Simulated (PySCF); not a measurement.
Structure with atom numbers: `[Cl:1][C@@H:2]1[CH2:3][C:4]12[CH2:5][CH2:6]2`; H(Xn) means a hydrogen on atom n. Ha(C3) is cis to Cl1 on the ring; Ha(C5), Ha(C6) are pro-R; Hb(C5), Hb(C6) are pro-S; Hb(C3) is trans to Cl1 on the ring.

Computed data (PySCF 2.14): structure optimised with PBE0-D3(BJ)/def2-SVP, shielding tensors at PBE0/pcSseg-1 (GIAO). No solvent, one computed conformer, no relativistic terms.

Chemical shifts δ = σref − σ; ¹³C (σ = 184.41 ppm) against TMS, all at this level.

Do the ¹³C shifts follow the atomic charges (in e)? Tabulate both.

Answers


```
atoms  hybridisation  δ (ppm)  σ para (ppm)  Hirshfeld    IAO  Mulliken  ESP-fitted
   C2            sp3     42.5          -108      -0.02  -0.13     -0.19       -0.18
   C3            sp3     19.3           -85      -0.09  -0.28     -0.10       -0.30
   C4            sp3     16.7           -84      -0.02  -0.01     -0.26       +0.25
   C5            sp3     11.7           -78      -0.08  -0.28     -0.18       -0.36
   C6            sp3      9.2           -75      -0.08  -0.28     -0.16       -0.28
```

Correlation coefficients of δ with charge over these carbons: Hirshfeld +0.65, IAO +0.39, Mulliken -0.05, ESP-fitted +0.09; with the paramagnetic shielding -1.00. With so few points these coefficients are fragile. Charge is one influence among several: hybridisation and low-lying excitations act through the paramagnetic term.

Carbons that carry Cl, above all several Cl atoms, come out too deshielded, partly because spin–orbit coupling is missing. Shifts are as computed. Against solution values, carbons near 30 ppm lie about +2 ppm off and those near 130 ppm about +5 ppm; carbons on Cl a further +5 ppm. Of 1211 compounds with measured shifts, 218 miss one by over three times the rms of a fit or turn the order of signals round; such compounds aren't used in these exercises.
